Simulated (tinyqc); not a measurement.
RKS/PBE0 in the sto-3g basis, for BH2+, spin multiplicity 1, step by step (part 2 of 2). Computed by tinyqc, a small Python program that keeps every step (integrals from PySCF). Command: `OMP_NUM_THREADS=1 python tinyqc.py 27222 27223 out.jsonl` (the two numbers bound the seeds that draw the settings). One thread of a shared host (Intel(R) Xeon(R) Processor @ 2.60GHz), about 0.8 s of CPU time with the checks.

Geometry (angstrom):
```
atom       x        y       z
B     0.0000   0.0000  0.0000
H     0.0000   1.0610  0.5320
H     0.0000  -1.0610  0.5320
```

## Iteration 2: diagonalisation and new density

Kohn-Sham matrix F (hartree):
```
          1B 1s    1B 2s   1B 2px   1B 2py   1B 2pz    2H 1s    3H 1s
1B 1s   -6.9390  -2.0730  -0.0051  -0.0057  -0.0131  -0.5265  -0.5286
1B 2s   -2.0730  -1.2720  -0.0118   0.0011  -0.1096  -0.6422  -0.6245
1B 2px  -0.0051  -0.0118  -0.3128   0.0067  -0.0066   0.0023  -0.0076
1B 2py  -0.0057   0.0011   0.0067  -0.5024   0.0419  -0.3965   0.4145
1B 2pz  -0.0131  -0.1096  -0.0066   0.0419  -0.4113  -0.2106  -0.2523
2H 1s   -0.5265  -0.6422   0.0023  -0.3965  -0.2106  -0.7219  -0.1674
3H 1s   -0.5286  -0.6245  -0.0076   0.4145  -0.2523  -0.1674  -0.7104
```

X:
```
              1        2        3       4        5        6       7
1B 1s   -0.3182   0.0000   0.7949  0.0000  -0.5673   0.0000  0.1992
1B 2s    1.2766   0.0000  -0.3007  0.0000  -0.2485   0.0000  0.4585
1B 2px   0.0000   0.0000   0.0000  1.0000   0.0000   0.0000  0.0000
1B 2py   0.0000   1.1799   0.0000  0.0000   0.0000   0.5857  0.0000
1B 2pz   0.5313   0.0000   0.6033  0.0000   0.7069   0.0000  0.1819
2H 1s   -0.8669  -0.9025  -0.1824  0.0000   0.1378   0.3829  0.3568
3H 1s   -0.8669   0.9025  -0.1824  0.0000   0.1378  -0.3829  0.3568
```

D after iteration 1:
```
          1B 1s    1B 2s   1B 2px   1B 2py   1B 2pz    2H 1s    3H 1s
1B 1s    2.1035  -0.3319   0.0188   0.1499   0.0370  -0.2480   0.0931
1B 2s   -0.3319   0.9004  -0.1739  -0.2363  -0.2622   0.7632  -0.0746
1B 2px   0.0188  -0.1739   0.0483  -0.0267   0.1687  -0.1469   0.0643
1B 2py   0.1499  -0.2363  -0.0267   0.4329  -0.5398  -0.2061  -0.2453
1B 2pz   0.0370  -0.2622   0.1687  -0.5398   1.0764  -0.2121   0.4589
2H 1s   -0.2480   0.7632  -0.1469  -0.2061  -0.2121   0.6476  -0.0572
3H 1s    0.0931  -0.0746   0.0643  -0.2453   0.4589  -0.0572   0.2016
```

overlap S:
```
         1B 1s   1B 2s  1B 2px   1B 2py  1B 2pz   2H 1s    3H 1s
1B 1s   1.0000  0.2693  0.0000   0.0000  0.0000  0.0670   0.0670
1B 2s   0.2693  1.0000  0.0000   0.0000  0.0000  0.4775   0.4775
1B 2px  0.0000  0.0000  1.0000   0.0000  0.0000  0.0000   0.0000
1B 2py  0.0000  0.0000  0.0000   1.0000  0.0000  0.4373  -0.4373
1B 2pz  0.0000  0.0000  0.0000   0.0000  1.0000  0.2193   0.2193
2H 1s   0.0670  0.4775  0.0000   0.4373  0.2193  1.0000   0.0973
3H 1s   0.0670  0.4775  0.0000  -0.4373  0.2193  0.0973   1.0000
```

A level shift of 0.5 hartree raises the virtual space: F + shift (S - S D(s) S), with D(s) the density of one spin (D/2). Diagonalise F' = X^T F X, C = X C', fill 3 alpha and 3 beta electrons from the bottom; D = 2 C_occ C_occ^T. Each column has its largest component positive (the first on a tie).

F' = X^T F X (hartree):
```
         1        2        3        4        5        6        7
1   0.4559   0.0198   0.4379  -0.0076  -0.2875   0.0067   0.1115
2   0.0198   0.5983  -0.0717  -0.0142   0.0285   0.0992   0.1300
3   0.4379  -0.0717  -3.3317  -0.0435   2.8745   0.1655  -1.6178
4  -0.0076  -0.0142  -0.0435   0.1751  -0.0377   0.0456   0.0253
5  -0.2875   0.0285   2.8745  -0.0377  -2.8012   0.2197   1.5170
6   0.0067   0.0992   0.1655   0.0456   0.2197  -0.3868   0.0520
7   0.1115   0.1300  -1.6178   0.0253   1.5170   0.0520  -1.7668
```

orbital energies (hartree): MO1 -6.9459, MO2 -0.8397, MO3 -0.5916, MO4 0.0003, MO5 0.1832, MO6 0.5113, MO7 0.6253

coefficients C:
```
            MO1      MO2      MO3      MO4      MO5      MO6      MO7
1B 1s    0.9892  -0.2191   0.0881   0.1100  -0.0330  -0.2133  -0.0397
1B 2s    0.0415   0.5459  -0.2986  -0.4352   0.1347   1.1734   0.1374
1B 2px  -0.0006  -0.0230   0.0935   0.0917   0.9900  -0.0430  -0.0177
1B 2py   0.0029  -0.1680  -0.3697   0.2505   0.0267  -0.0697   1.2255
1B 2pz   0.0056   0.2002   0.4962   0.6918  -0.0774   0.6346   0.0735
2H 1s   -0.0091   0.3969  -0.3836   0.4027  -0.0428  -0.8115  -0.8746
3H 1s   -0.0057   0.2922   0.3957  -0.1595  -0.0433  -0.9719   0.8236
```

D after iteration 2:
```
          1B 1s    1B 2s   1B 2px   1B 2py   1B 2pz    2H 1s    3H 1s
1B 1s    2.0688  -0.2098   0.0253   0.0142   0.0107  -0.2596  -0.0696
1B 2s   -0.2098   0.7778  -0.0810   0.0376  -0.0774   0.6617   0.0822
1B 2px   0.0253  -0.0810   0.0185  -0.0614   0.0836  -0.0900   0.0606
1B 2py   0.0142   0.0376  -0.0614   0.3298  -0.4342   0.1502  -0.3908
1B 2pz   0.0107  -0.0774   0.0836  -0.4342   0.5728  -0.2219   0.5097
2H 1s   -0.2596   0.6617  -0.0900   0.1502  -0.2219   0.6095  -0.0716
3H 1s   -0.0696   0.0822   0.0606  -0.3908   0.5097  -0.0716   0.4841
```

## Iteration 38 (converged): orbitals

converged F (hartree):
```
          1B 1s    1B 2s   1B 2px   1B 2py   1B 2pz    2H 1s    3H 1s
1B 1s   -7.1407  -2.1188   0.0000   0.0000   0.0072  -0.5366  -0.5366
1B 2s   -2.1188  -1.3375   0.0000   0.0000  -0.0571  -0.6381  -0.6381
1B 2px   0.0000   0.0000  -0.3848   0.0000   0.0000   0.0000   0.0000
1B 2py   0.0000   0.0000   0.0000  -0.5982   0.0000  -0.4223   0.4223
1B 2pz   0.0072  -0.0571   0.0000   0.0000  -0.4206  -0.2025  -0.2025
2H 1s   -0.5366  -0.6381   0.0000  -0.4223  -0.2025  -0.6611  -0.1534
3H 1s   -0.5366  -0.6381   0.0000   0.4223  -0.2025  -0.1534  -0.6611
```

Diagonalise F' = X^T F X, C = X C', fill 3 alpha and 3 beta electrons from the bottom; D = 2 C_occ C_occ^T. Each column has its largest component positive (the first on a tie).

F' = X^T F X (hartree):
```
         1       2        3        4        5        6        7
1   0.0017  0.0000   0.4340   0.0000  -0.2704   0.0000   0.0967
2   0.0000  0.1389   0.0000   0.0000   0.0000   0.0023   0.0000
3   0.4340  0.0000  -3.5397   0.0000   2.8461   0.0000  -1.6378
4   0.0000  0.0000   0.0000  -0.3848   0.0000   0.0000   0.0000
5  -0.2704  0.0000   2.8461   0.0000  -3.0285   0.0000   1.5733
6   0.0000  0.0023   0.0000   0.0000   0.0000  -0.7329   0.0000
7   0.0967  0.0000  -1.6378   0.0000   1.5733   0.0000  -1.8043
```

orbital energies (hartree): MO1 -7.1478, MO2 -0.8560, MO3 -0.7329, MO4 -0.4329, MO5 -0.3848, MO6 0.0657, MO7 0.1389

coefficients C:
```
            MO1      MO2      MO3      MO4     MO5      MO6      MO7
1B 1s    0.9895  -0.2443   0.0000   0.1229  0.0000  -0.2019   0.0000
1B 2s    0.0414   0.6637   0.0000  -0.5030  0.0000   1.1388   0.0000
1B 2px   0.0000   0.0000   0.0000   0.0000  1.0000   0.0000   0.0000
1B 2py   0.0000   0.0000   0.5826   0.0000  0.0000   0.0000   1.1814
1B 2pz   0.0028   0.1111   0.0000   0.8504  0.0000   0.6660   0.0000
2H 1s   -0.0087   0.2952   0.3853   0.1859  0.0000  -0.8997  -0.9015
3H 1s   -0.0087   0.2952  -0.3853   0.1859  0.0000  -0.8997   0.9015
```

D after iteration 38:
```
          1B 1s    1B 2s  1B 2px   1B 2py   1B 2pz    2H 1s    3H 1s
1B 1s    2.0776  -0.2425  0.0000   0.0000  -0.0487  -0.1615  -0.1615
1B 2s   -0.2425   0.8845  0.0000   0.0000   0.1477   0.3911   0.3911
1B 2px   0.0000   0.0000  0.0000   0.0000   0.0000   0.0000   0.0000
1B 2py   0.0000   0.0000  0.0000   0.6788   0.0000   0.4489  -0.4489
1B 2pz  -0.0487   0.1477  0.0000   0.0000   0.0247   0.0655   0.0655
2H 1s   -0.1615   0.3911  0.0000   0.4489   0.0655   0.4712  -0.1225
3H 1s   -0.1615   0.3911  0.0000  -0.4489   0.0655  -0.1225   0.4712
```

## Convergence

Stop when the energy changes by less than 1e-10 hartree and every element of the error matrix X^T (F D S - S D F) X is below 3e-06.

Course of the cycle:
```
iteration  E (hartree)     change  largest element of the error matrix
1           -17.210949          -                             3.54e+00
2           -24.726316  -7.52e+00                             4.06e-01
3           -25.050176  -3.24e-01                             1.61e-01
4           -25.140979  -9.08e-02                             1.31e-01
5           -25.184679  -4.37e-02                             1.03e-01
6           -25.207837  -2.32e-02                             7.78e-02
7           -25.220191  -1.24e-02                             5.77e-02
8           -25.226721  -6.53e-03                             4.22e-02
9           -25.230144  -3.42e-03                             3.07e-02
10          -25.231930  -1.79e-03                             2.22e-02
11          -25.232858  -9.29e-04                             1.61e-02
12          -25.233341  -4.82e-04                             1.16e-02
13          -25.233591  -2.50e-04                             8.38e-03
14          -25.233721  -1.30e-04                             6.05e-03
...                ...        ...                                  ...
25          -25.233862  -9.66e-08                             1.66e-04
26          -25.233862  -5.02e-08                             1.19e-04
27          -25.233862  -2.61e-08                             8.62e-05
28          -25.233862  -1.36e-08                             6.21e-05
29          -25.233862  -7.05e-09                             4.48e-05
30          -25.233862  -3.66e-09                             3.23e-05
31          -25.233862  -1.90e-09                             2.33e-05
32          -25.233862  -9.90e-10                             1.68e-05
33          -25.233862  -5.15e-10                             1.21e-05
34          -25.233862  -2.67e-10                             8.73e-06
35          -25.233862  -1.39e-10                             6.30e-06
36          -25.233862  -7.23e-11                             4.54e-06
37          -25.233862  -3.76e-11                             3.27e-06
38          -25.233862  -1.95e-11                             2.36e-06
```

PySCF RKS in the same basis, fine grid = -25.246338 hartree

Converged in 38 iterations. The coarse grid moves the energy by +1.25e-02 hartree.

## Populations, bond orders and dipole

Mulliken: Z minus the diagonal of D S on the atom; Loewdin: the same with S^(1/2) D S^(1/2); Mayer order: 2 sum_s sum (D(s) S)_ij (D(s) S)_ji over the two atoms.

Charges (e):
```
atom  Mulliken  Loewdin
1B      0.6918   0.7861
2H      0.1541   0.1069
3H      0.1541   0.1069
```

Mayer bond orders:
```
pair   order
2-1   0.9694
3-1   0.9694
3-2   0.0068
```

dipole moment about the origin, x y z (debye): 0.0000  0.0000  -0.4418
